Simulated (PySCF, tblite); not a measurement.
**A complex of Mg2+ and hydrogen fluoride**

A gas-phase complex of Mg2+ and hydrogen fluoride; charge +2, singlet. The structure comes from a short search (6 tight-binding starts) and was relaxed by PBE0-D3(BJ)/def2-TZVPD; another way of binding may lie lower. Frequencies by PBE0-D3(BJ)/def2-TZVPD show no clear imaginary mode.

```tsv
part	name	SMILES	atoms	charge	multiplicity
1	Mg2+	[Mg+2]	1	+2	1
2	hydrogen fluoride	F	2–3	0	1
```

```xyz
3

Mg    0.362    0.103   -0.006
F     1.893    1.143    0.239
H     2.675    1.673    0.364
```
Atoms count from 1 in this order.

```csv
contact,kind (by geometry),distance (Å),angle (°)
Mg1···F2,ion contact,1.866,-
```

Interaction energies are complex less parts, with the parts frozen as they stand in it; counterpoise-corrected, in kcal/mol (PySCF).

**Question.** How strongly do the parts interact, level by level?

**Answer.** 
```json
{"level": "wB97M-D3(BJ)/def2-TZVPD", "interaction": "-56.02", "superposition error removed": "-0.10"}
{"level": "PBE0-D3(BJ)/def2-TZVPD", "interaction": "-56.37", "superposition error removed": "-0.11"}
```

**Question.** What holds them together? Decompose the wB97M-D3(BJ)/def2-TZVPD energy: frozen parts, their antisymmetrised product, then relaxation.

**Answer.** electrostatic -36.3, Pauli repulsion +14.3, orbital relaxation -33.6, dispersion correction -0.7 kcal/mol, which sum to the value before the counterpoise correction; the Pauli term holds the exchange-correlation of the frozen density too. Of the attraction, 51 % is electrostatic, 48 % is orbital relaxation, 1 % is dispersion correction.

The parts were also relaxed and run alone, at the levels used for the complex: shieldings by PBE0/pcSseg-2; core levels by delta-SCF with SCAN, pcX-2 on the ionised atom and pcseg-1 elsewhere, spin-free X2C.

Values alone: shielding of Mg1 (ppm): 695.0; shielding of F2 (ppm): 410.5; Mg1 1s core level (eV): 1334.62; F2 1s core level (eV): 694.11.

**Question.** What does binding change?

**Answer.** 
| property | alone | in the complex | change |
| --- | --- | --- | --- |
| shielding of Mg1 (ppm) | 695.0 | 666.9 | -28.0 |
| shielding of F2 (ppm) | 410.5 | 426.2 | +15.6 |
| Mg1 1s core level (eV) | 1334.62 | 1331.82 | -2.79 |
| F2 1s core level (eV) | 694.11 | 708.17 | +14.05 |

Multiply charged ions in the gas phase bind far more strongly than in solution.
